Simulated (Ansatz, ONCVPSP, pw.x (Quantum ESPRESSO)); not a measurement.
## pw.x on bcc Ru: one setting changed

Potential: optimised norm-conserving Vanderbilt (ONCV), ONCVPSP 4.0.1.1 (patched build), PBEsol; core [Ar] 3d10, reference 4s2 4p6 4d7 5s1; waves: 4s+5s: rc 1.90 bohr, ncon 3, nbas 6, qcut 5.6 1/bohr, 2 projectors; 4p: rc 1.80 bohr, ncon 5, nbas 9, qcut 7.9 1/bohr, 2 projectors, debl 2.8 Ha; 4d: rc 1.95 bohr, ncon 5, nbas 9, qcut 9.1 1/bohr, 3 projectors, debl 2.4 Ha; local part: polynomial inside 1.60 bohr (lpopt 5, dvloc0 4 Ha); core correction: polynomial model core, fcfact 0.5.

The reference run (k-mesh 15³, cutoffs 70/280 Ry, Fermi–Dirac 0.01 Ry, mixing_beta 0.4, conv_thr 1e-9, no spin) gives 3.18 GPa at 13.768 Å³/atom, where all-electron LAPW gives 0.38 GPa. This run, with its own iteration cap, changes k-mesh points per axis to 20.

```
&control
  calculation='scf', prefix='x', pseudo_dir='./', outdir='./tmp', tstress=.true., disk_io='none'
/
&system
  ibrav=0, nat=1, ntyp=1, ecutwfc=70, ecutrho=280, nbnd=16,
  occupations='smearing', smearing='fd', degauss=0.01
/
&electrons
  conv_thr=1e-09, mixing_beta=0.4, electron_maxstep=50
/
ATOMIC_SPECIES
Ru 1.0 Ru.UPF
CELL_PARAMETERS angstrom
  -1.50986096 1.50986096 1.50986096
  1.50986096 -1.50986096 1.50986096
  1.50986096 1.50986096 -1.50986096
ATOMIC_POSITIONS crystal
Ru 0.0000 0.0000 0.0000
K_POINTS automatic
20 20 20 0 0 0
```

```bash
pw.x < Ru.scf.in > Ru.scf.out
```

How does the run end?

It converges in 7 iterations; the free energy moves by +3.0 meV/atom and the pressure by +0.15 GPa.

```
Message from routine setup:
     using ibrav=0 with symmetry is DISCOURAGED, use correct ibrav instead
     lattice parameter (alat)  =       4.9419  a.u.
     unit-cell volume          =      92.9111 (a.u.)^3
     number of electrons       =        16.00
     number of Kohn-Sham states=           16
     kinetic-energy cutoff     =      70.0000  Ry
     charge density cutoff     =     280.0000  Ry
     scf convergence threshold =      1.0E-09
     Exchange-correlation= PBESOL
     number of k points=   256  Fermi-Dirac smearing, width (Ry)=  0.0100
     iteration #  1     ecut=    70.00 Ry     beta= 0.40
     total energy              =    -223.28047840 Ry
     estimated scf accuracy    <       0.12785854 Ry
     iteration #  2     ecut=    70.00 Ry     beta= 0.40
     total energy              =    -223.29809768 Ry
     estimated scf accuracy    <       0.00404161 Ry
     iteration #  3     ecut=    70.00 Ry     beta= 0.40
     total energy              =    -223.29813047 Ry
     estimated scf accuracy    <       0.00077821 Ry
     iteration #  4     ecut=    70.00 Ry     beta= 0.40
     total energy              =    -223.29818481 Ry
     estimated scf accuracy    <       0.00001553 Ry
     iteration #  5     ecut=    70.00 Ry     beta= 0.40
     total energy              =    -223.29818716 Ry
     estimated scf accuracy    <       0.00000093 Ry
     iteration #  6     ecut=    70.00 Ry     beta= 0.40
     total energy              =    -223.29818721 Ry
     estimated scf accuracy    <          9.4E-09 Ry
     iteration #  7     ecut=    70.00 Ry     beta= 0.40
     the Fermi energy is    23.1372 ev
!    total energy              =    -223.29818721 Ry
     estimated scf accuracy    <          5.7E-10 Ry
     smearing contrib. (-TS)   =      -0.00863466 Ry
     The total energy is F=E-TS. E is the sum of the following terms:
     one-electron contribution =     -34.87432050 Ry
     hartree contribution      =      29.87866132 Ry
     xc contribution           =     -55.03228811 Ry
     ewald contribution        =    -163.26160526 Ry
     convergence has been achieved in   7 iterations
          total   stress  (Ry/bohr**3)                   (kbar)     P=       33.27
     Message from routine punch:
     Nothing written, as per user request (disk_io='none')
```

The run took about 84 s on one core of a shared host (Neoverse-N1, 64 threads, 124 GiB, load 59).
